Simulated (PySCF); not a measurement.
## One molecule, a ladder of functionals, a line

Molecule: `C=CC#N`, C₃H₃N.

Atoms are numbered as in `[CH2:1]=[CH:2][C:3]#[N:4]` (H(Xn): hydrogen on atom n). Ha(C1) is cis to C3; Hb(C1) is trans to C3.

GIAO shieldings (ppm, equivalent atoms averaged) in PySCF on the PBE0-D3(BJ)/def2-SVP geometry, basis pcSseg-2, gas phase, non-relativistic:

```csv
functional,exact exchange (%),σ(C3),σ(C2)
BLYP,0,52.8,57.9
BP86,0,56.1,61.7
PBE,0,55.7,61.5
B3LYP,20,55.9,60.3
mPW1PW91,25,59.1,64.0
BHandHLYP,50,60.4,64.7
HF,100,69.2,74.6
```

Q: Fit each shielding as a line in the percentage of exact exchange.

A: σ(C3) = 54.5 + 0.14 x (rms 1.3 ppm); σ(C2) = 59.7 + 0.14 x (rms 1.7 ppm). The functionals also differ in their semilocal parts, which the line can't hold; Hartree–Fock has no correlation at all.

Q: What does the line predict for PBE0 (25 %), and what does the run give?

A: σ(C3): 58.0 predicted, 59.5 computed; σ(C2): 63.2 predicted, 64.6 computed ppm.
